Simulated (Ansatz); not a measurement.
doublet PF2: levels of theory in one basis

| atom | x (Å) | y (Å) | z (Å) |
| --- | --- | --- | --- |
| F | 0.0370 | 0.3276 | -1.2486 |
| P | 0.0239 | -0.6745 | 0.0377 |
| F | -0.0062 | 0.3716 | 1.2663 |

Basis set: def2-SVP (spherical functions). Left uncorrelated: 7 orbitals. Correlation on ROHF uses semicanonical orbitals with singles. Charge 0, multiplicity 2.

Computed with Ansatz (development build ahead of 0.2.0); each method stands on the lowest determinant of its kind that the runs found.

```
      method  E − E(ROHF) (eV)  <S²> of the determinant
        ROHF              0.00                     0.75
         UHF             -0.15                     0.77
    ROHF-MP2            -12.81                        –
     UHF-MP2            -12.79                     0.77
ROHF-CCSD(T)            -13.45                        –
 UHF-CCSD(T)            -13.45                     0.77
```

(1) Is a single determinant a sound starting point here?

Results:

(1) By this sign, yes. Unrestricted orbitals gain 0.15 eV and <S²> is 0.77 against 0.75 for a pure state.
